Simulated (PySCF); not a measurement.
Consider propiolic acid, `C#CC(=O)O` (C3H2O2). Numbering: `[CH:1]#[C:2][C:3](=[O:4])[OH:5]`

These are calculated values, ωB97X-D3(BJ)/ma-def2-TZVP in PySCF (grid level 2) at geometries from PBE0-D3(BJ)/ma-def2-SVP. The prefix ma- adds one diffuse s and one diffuse p function on all atoms but H. Zero-point and thermal terms (298.15 K, 1 bar) come from unscaled PBE0-D3(BJ)/ma-def2-SVP harmonic frequencies, with soft modes damped to free rotors in the entropy.

Question: What are the vertical and the adiabatic ionisation energy for forming the radical cation?

Answer: 11.09 eV vertical and 10.70 eV adiabatic, the latter with zero-point energy.

Question: Where does the unpaired spin of the relaxed radical cation sit?

Answer: O4 (carboxyl C=O oxygen) 0.64, C1 (alkyne carbon) 0.37 (intrinsic atomic orbital populations).

Question: What oxidation potential follows in dichloromethane (IEF-PCM), given that Fc+/Fc comes at 4.70 V absolute with this functional and basis?

Answer: In the gas phase ΔG of oxidation is 10.678 eV, and solvation is -28.1 kJ/mol for the parent and -239.5 kJ/mol for the product, so the absolute potential is 8.49 V, or 3.79 V against Fc+/Fc. Fc+/Fc in dichloromethane, 4.70 V, is ωB97X-D3(BJ)/ma-def2-TZVP on PBE0-D3(BJ)/def2-SVP structures with GFN2-xTB thermal terms. Benchmark calculations put it near 5.0 V in acetonitrile and DMSO, so it is about 0.3 V low, and the value against it can read up to that much too high. The solvent is electrostatics only, on gas-phase structures; the absolute scale refers to an electron at rest in vacuum.

Question: How far is −ε(HOMO) from the vertical value by ΔSCF?

Answer: −ε(HOMO) = 10.99 eV, which is 0.10 eV below the ΔSCF value.
